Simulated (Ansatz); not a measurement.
Property card for TiOs

Theory: DFT r2SCAN, scalar-relativistic, plane waves, PAW (Ansatz).

Cutoff 500 eV; k points 14×14×14 on the computed 2-atom cell (Γ-centred); Gaussian smearing, width 0.10 eV; no spin polarisation.

The structure is relaxed at this level of theory with its symmetry kept. Whether it is the stable form of this composition wasn't checked.

```xyz
2
Lattice="3.0809 0.0000 0.0000 0.0000 3.0809 0.0000 0.0000 0.0000 3.0809" Properties=species:S:1:pos:R:3 pbc="T T T"
Ti    1.5405    1.5405    1.5405
Os    0.0000    0.0000    0.0000
```

```
Space group                                                       : Pm-3m (No. 221)
Volume per atom                                                   : 98.7 bohr³
Formation energy from the elements' standard states (uncorrected) : -0.814 eV/atom
Generalised Kohn–Sham band gap                                    : none (metal)
Density of states at the Fermi level                              : 0.32 states/eV per cell
Löwdin character within 0.5 eV of the Fermi level                 : Ti 3d 50 %, Os 5d 21 %, unprojected 21 %
Bulk modulus                                                      : 263 GPa
Its pressure derivative                                           : 4.2
Bader charges (e)                                                 : Ti (1 in the cell) 1.53, Os (1 in the cell) -1.53
```

Spin-orbit coupling is left out, which matters for the bands of heavy elements.